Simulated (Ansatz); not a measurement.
# SiNH₃ (triplet): the correlation ladder at distance N1–H4 along a hydrogen transfer = 1.012 Å, cc-pVDZ

An exercise on one series of results from a longer session: the logs are not shown, and one member is left open.

The runs use Ansatz 0.2.0, Gaussian basis; cc-pVDZ, core rule «outside noble gas», up to 6 orbitals frozen.

The runs, in order: UHF; CCSD(T) on ROHF; CCSD(T) on UHF; BCCD(T) on ROHF; CISD; CCSDT(Q) on ROHF; CCSDT(Q) on UHF; CASSCF and MRCISD+Q, 4 electrons in 4 orbitals; CASSCF and NEVPT2, 4 electrons in 4 orbitals.

7 further runs of the same task are left out: 6 that didn't finish, 1 set aside as unsound or not needed.

## The geometry

The geometry derives from fragments relaxed apart (PBE0/def2-TZVP) and kept rigid, so it is no stationary point. A hydrogen atom is moved between rigid fragments.

5 atoms, charge 0, spin multiplicity 3.

Atoms are counted from 1 here; the program's logs count them from 0.

Bond lengths: N1–H2 1.012 Å, N1–H3 1.012 Å, N1–H4 1.012 Å. Angles: H2–N1–H3 107.1°, H2–N1–H4 107.1°, H3–N1–H4 107.1°.

Set-up of the first run:

The input, in.yaml:

```yaml
crystal:
  periodic: [false, false, false]
  atoms:
    - {symbol: N, position_ang: [-1.972756, -0.012635, -0.019666]}
    - {symbol: H, position_ang: [-2.270035, 0.955198, -0.019665]}
    - {symbol: H, position_ang: [-2.270035, -0.414935, 0.860594]}
    - {symbol: H, position_ang: [-0.960295, -0.012635, -0.019666]}
    - {symbol: Si, position_ang: [1.181244, -0.012634, -0.019666]}
basis:
  gaussian: {orbitals: cc-pVDZ}
magnetization: {spin_polarized: true, initial_magnetization: 2}
hamiltonian: {xc: hf}
output: {orbitals: {seedname: orbitals}}
```

Run with:

```console
$ ansatz run in.yaml --threads 1 --pin off --events-out ev --progress --plain --max-ram 2393MiB
```

Among the steps run: UHF; CCSD(T) on ROHF; CCSD(T) on UHF; BCCD(T) on ROHF; CISD; CCSDT(Q) on ROHF; CCSDT(Q) on UHF; CASSCF and MRCISD+Q, 4 electrons in 4 orbitals; CASSCF and NEVPT2, 4 electrons in 4 orbitals.

One table of the session follows, with a row left open; its other results are not shown here.

```
       method  from UCCSDT(Q) (meV)
         ROHF               +7652.0
          UHF               +7543.9
         RMP2               +1123.3
         UMP2                     ?
         CISD                +804.9
        RCCSD                +187.0
        UCCSD                +183.5
     RCCSD(T)                 +31.9
     UCCSD(T)                 +31.1
      BCCD(T)                 +31.6
       RCCSDT                 +11.8
       UCCSDT                 +11.6
    RCCSDT(Q)                  +0.3
    UCCSDT(Q)                     0
  CASSCF pair               +7155.0
  NEVPT2 pair               +1170.4
  MRCISD pair                +721.6
MRCISD+Q pair                 +54.8
```

**Question.** Estimate the row for UMP2.

The run gave: from UCCSDT(Q) (meV): +1115.8. In the column «from UCCSDT(Q) (meV)» it lies between CISD (+804.9) and RMP2 (+1123.3).

Among the levels timed on like hardware and quicker than the yardstick, those that no quicker one beats, quickest first: NEVPT2 pair (2 s, +1170.4 meV); MRCISD+Q pair (2.4 s, +54.8 meV); RCCSD(T) (7 s, +31.9 meV); UCCSD(T) (7 s, +31.1 meV).

Limits of these values: Of the multireference levels listed MRCISD+Q pair comes nearest in total energy (+54.8 meV), which doesn't show that its space is the better one. Restricted and unrestricted rows rest on different reference determinants; where their highest levels disagree by more than a few hundredths of an eV, they describe different states and don't form one ladder.
